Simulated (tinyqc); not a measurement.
Starting guesses with plain Roothaan steps: SCF starting guesses in the sto-3g basis, for H2O, spin multiplicity 3. Computed by the program tinyqc with PySCF. Command: `OMP_NUM_THREADS=1 python tinyqc.py 114177 114178 out.jsonl`; one thread of a shared host (Intel(R) Xeon(R) Processor @ 2.60GHz), about 1 s.

Geometry (angstrom):
```
atom,x,y,z
O,0.0000,0.0000,0.0000
H,0.0000,0.9290,0.9160
H,0.0000,-0.9290,0.9160
```

lowest solution found by these runs and by PySCF with stability checks = -74.706329 hartree

UHF with one setting changed at a time; a run stops when the energy changes by less than 1e-09 hartree and the error matrix is below 1e-5. Starts: the lowest orbitals of the core Hamiltonian, of the Wolfsberg-Helmholz matrix (K = 1.75), projected atomic densities, random orbitals, and the highest orbitals of the core Hamiltonian (a deliberately bad start).

Largest element of the error matrix X^T (FDS - SDF) X:
```
iteration,core,Wolfsberg-Helmholz,atomic densities,random,highest core orbitals
1,1.7e-01,1.4e-01,3.9e-01,3.7e+00,2.7e-01
2,3.5e-02,5.9e-02,2.0e-02,1.4e-01,1.8e-01
3,1.1e-02,2.1e-02,1.7e-02,4.7e-02,6.3e-02
4,4.9e-03,1.2e-02,1.5e-02,4.2e-02,1.6e-02
5,3.2e-03,1.0e-02,1.3e-02,3.7e-02,8.3e-03
6,2.2e-03,8.8e-03,1.1e-02,3.1e-02,5.9e-03
8,1.6e-03,6.5e-03,8.7e-03,2.1e-02,3.4e-03
10,1.1e-03,4.6e-03,6.6e-03,2.0e-02,2.0e-03
14,5.8e-04,2.2e-03,3.6e-03,1.3e-02,6.8e-04
20,2.1e-04,6.6e-04,1.4e-03,4.7e-03,1.3e-04
30,3.8e-05,8.6e-05,2.6e-04,1.5e-03,7.9e-06
45,-,-,2.0e-05,1.6e-04,-
60,-,-,-,3.3e-05,-
```

How each run ends:
```
run,iterations,E (hartree),state
core,39,-74.70633,lowest found
Wolfsberg-Helmholz,41,-74.66795,higher
atomic densities,50,-74.70633,lowest found
random,>60,-74.71472,"falls steadily but slowly, by a factor of about 0.91 a step"
highest core orbitals,30,-74.56364,higher
```

2 of 5 runs reach the lowest solution found, in 39 to 50 iterations (fastest: core). Ending on a higher stationary point: Wolfsberg-Helmholz, highest core orbitals; a small error matrix cannot reveal that, and an occupation fixed by the start is kept by symmetry or by the shape of the basin. Not converged: random. The first errors are 2e-01, 1e-01, 4e-01, 4e+00, 3e-01.
